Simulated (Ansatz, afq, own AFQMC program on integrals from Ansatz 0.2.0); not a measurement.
**Atomization energy of CH3Si, doublet**

```csv
atom,x (Å),y (Å),z (Å)
Si,0.0000,0.0000,0.4916
C,0.0000,0.0000,-1.1766
H,0.0000,1.2470,1.2863
H,0.0000,-1.2470,1.2863
H,0.0000,0.0000,-2.2494
```

Connectivity, by distances: SiH2–CH.

Atoms in their ground-state spins without spin–orbit coupling (mostly on UHF) minus the molecule (ROHF), without zero-point energy. The geometry is a stationary point, not shown to be a minimum.

Basis cc-pVDZ. Noble-gas cores (and the filled d shells of Ga–Kr and In–Xe) are frozen. AFQMC by an in-house program on the Cholesky factors that Ansatz 0.2.0 writes for its CCSD(T) run. ph-AFQMC/CISD is guided by a CISD state made of CCSD amplitudes; releasing the constraint for a short imaginary time cuts its bias at the price of noise, slowly where states lie close. Error bars are statistical, one sigma. The errors of all members are added in quadrature.

No full CI on the walks' own integrals is used here; CCSDT(Q) serves as the reference and is uncertain by about the last step of the cluster series. Each member takes its own surest rung, up to full CI.

Errors are counted within cc-pVDZ, not against nature.

Cautions: CH₃Si (doublet): higher spins were not checked, a spin-contaminated unrestricted determinant lies lower (UHF 359 meV lower, ⟨S²⟩ 1.16).

```json
{"level": "CCSD", "atomization energy (kcal/mol)": "307.2"}
{"level": "HF", "atomization energy (kcal/mol)": "236.8"}
```

(1) From these cheaper values, estimate the atomization energy at the reference level in cc-pVDZ.

(1) 312.3 kcal/mol (CCSDT(Q) in cc-pVDZ).

| level | atomization energy (kcal/mol) | error against CCSDT(Q) (kcal/mol) |
| --- | --- | --- |
| MP2 | 309.5 | -2.8 |
| CCSD(T) | 311.5 | -0.8 |
| CCSDT | 312.0 | -0.4 |
| ph-AFQMC/HF | 315.9 ± 1.3 | 3.6 ± 1.3 |
| ph-AFQMC/CISD | 312.3 ± 0.4 | 0.0 ± 0.4 |
| released AFQMC | 312.1 ± 0.4 | -0.2 ± 0.4 |

Correlation beyond CCSD(T) adds 0.8 kcal/mol. The perturbative (T) step is worth +4.3 kcal/mol.

A walk keeps the symmetry of its determinant, which the program's search chose and which needn't be the lowest solution, so a lower state of the same spin and another symmetry isn't excluded. Released energies are given only where the last usable release times agree within the noise; a slower fall can still hide under it.
